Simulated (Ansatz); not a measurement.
# CH5OSi: the cost of one run

Program: Ansatz 0.2.0. Level of theory: UKS B3LYP/def2-SVPD. These are calculated values, not measurements.

1 further run of the same task is left out (it didn't finish).

**1. The system as given**

Bond lengths: C1–O2 1.407 Å, O2–Si3 1.648 Å, C1–H4 1.141 Å, C1–H5 1.042 Å, C1–H6 1.164 Å, Si3–H7 1.496 Å, Si3–H8 1.538 Å. Angles: C1–O2–Si3 116.7°, O2–C1–H4 113.5°, O2–C1–H5 115.3°, O2–C1–H6 106.2°, H4–C1–H5 109.1°, H4–C1–H6 104.8°, H5–C1–H6 107.3°, O2–Si3–H7 109.7°, O2–Si3–H8 108.0°, H7–Si3–H8 103.7°.

Coordinates:

```xyz
8

C    -0.2990    0.8959    0.3206
O    -0.9386   -0.3334    0.0782
Si    0.0143   -1.5735   -0.4422
H     0.1688    1.3568   -0.6123
H     0.4075    0.8859    1.0861
H    -1.1368    1.6422    0.6320
H     0.7249   -1.1710   -1.6952
H     1.1511   -1.7600    0.5770
```

**2. Relaxing end A**

File input.yaml:

```yaml
crystal:
  periodic: [false, false, false]
  atoms:
    - { symbol: C, position_ang: [-0.299, 0.8959, 0.3206] }
    - { symbol: O, position_ang: [-0.9386, -0.3334, 0.0782] }
    - { symbol: Si, position_ang: [0.0143, -1.5735, -0.4422] }
    - { symbol: H, position_ang: [0.1688, 1.3568, -0.6123] }
    - { symbol: H, position_ang: [0.4075, 0.8859, 1.0861] }
    - { symbol: H, position_ang: [-1.1368, 1.6422, 0.632] }
    - { symbol: H, position_ang: [0.7249, -1.171, -1.6952] }
    - { symbol: H, position_ang: [1.1511, -1.76, 0.577] }
magnetization:
  spin_polarized: true
  initial_magnetization: 1
basis:
  gaussian: { orbitals: def2-SVPD }
hamiltonian:
  xc: b3lyp
relax:
  f_tol: 0.015
  max_steps: 40
```

Launch:

```console
> ansatz run input.yaml --threads 2 --pin off --max-ram 3072MiB --backend cpu --events-out ev --progress --plain --runs-dir out
```

What time and memory should one allow on 2 threads of Arm Neoverse V1, shared host?

About 19 s, with a peak of 0.22 GiB.
